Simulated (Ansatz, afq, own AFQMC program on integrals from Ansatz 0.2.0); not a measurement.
**BHO, singlet in cc-pVDZ along one coordinate**

```yaml
atoms:
  - { symbol: B, position_ang: [0.0000, 0.0000, 1.1655] }
  - { symbol: O, position_ang: [0.0000, 0.0000, -0.1066] }
  - { symbol: H, position_ang: [0.0000, 0.0000, -1.0588] }
```

All coordinates are scaled about the centre. Energies in eV count from this geometry (1.000) at the same level; the start stands on RHF, each point on the determinant named.

Basis cc-pVDZ. Only valence electrons are correlated. Ansatz 0.2.0 and our own AFQMC program on the same integrals; the CISD trial comes from CCSD amplitudes, and released means the phaseless constraint is let go. Uncertainties: one standard error, sampling alone.

Cautions, each for one point or more: CCSDT(Q) on the RHF determinant differs, perhaps since the unrestricted series falls towards higher spin; CCSDT(Q) on the RHF determinant differs, so the two series follow different states; cluster runs in doubt by the program's own checks; higher spins were not checked; raised T1 diagnostic; strong correlation; unrestricted determinant spin contaminated; walk and cluster series may follow different spin states.

| scale of all distances | det. | T1 | weight | ⟨S²⟩ | B2PLYP | PBE0 | CCSD(T) |
| --- | --- | --- | --- | --- | --- | --- | --- |
| 0.870 | RHF | 0.012 | 0.91 | pure | 1.902 | 1.872 | 2.008 |
| 1.136 | RHF | 0.024 | 0.88 | pure | 0.767 | 0.795 | 0.715 |
| 1.286 | RHF | 0.034 | 0.86 | pure | 2.650 | 2.717 | 2.574 |
| 2.016 | UHF†¶ | 0.051 | 0.82 | 1.80 | 9.860§ | 9.719§ | 9.513 |
| 2.372 | UHF†¶ | 0.024 | 0.88 | 1.94 | 10.434§ | 10.398§ | 10.046 |

(1) Estimate the curve of phaseless AFQMC with a CISD trial, counted from the same start.

## Answers

(1) 
```tsv
scale of all distances	det.	T1	weight	⟨S²⟩	ph-AFQMC/CISD	released AFQMC	CCSDT(Q)
0.870	RHF	0.012	0.91	pure	2.018 ± 0.014	2.041 ± 0.020*	2.017
1.136	RHF	0.024	0.88	pure	0.721 ± 0.016	0.716 ± 0.025*	0.701
1.286	RHF	0.034	0.86	pure	2.530 ± 0.038	2.583 ± 0.047*	2.532
2.016	UHF†¶	0.051	0.82	1.80	9.440 ± 0.021	–	9.375
2.372	UHF†¶	0.024	0.88	1.94	9.963 ± 0.014	9.951 ± 0.024*	9.950
```

Weight is that of the determinant in the CISD state; at the start T1 is 0.017 and the weight 0.90. ¶ marks points with a poor determinant and no full CI, where no value is sure; they don't count among the departures. An asterisk marks released energies that aren't shown to be converged. A dagger marks points whose determinant fills other symmetries than the start's, so the wave-function levels may follow another state there, or a degenerate partner. A dash marks a missing value, a released energy that hasn't settled or a functional that sits on another state. § marks a functional whose ⟨S²⟩ is too high by over 0.1. Largest departures from phaseless AFQMC with a CISD trial: CCSD(T) 0.044 eV at 1.286 (on RHF) (within the noise), CCSDT(Q) -0.020 eV at 1.136 (on RHF) (within the noise), B2PLYP 0.120 eV at 1.286, PBE0 0.186 eV at 1.286. The walk's constraint bias lies outside its error bars, so these are departures and not errors. Functionals count only at points shown to share the start's state and spin. In this small basis the wave-function levels are far from their limit, so their gap to the functionals isn't the functionals' error.

CCSDT and higher add their correlation energy to the determinant of the CCSD(T) run, since their own runs factorise the integrals more tightly (a shift of under 2 meV). A walk keeps the symmetry of its determinant, which the program's search chose and which needn't be the lowest solution, so a lower state of the same spin and another symmetry isn't excluded.
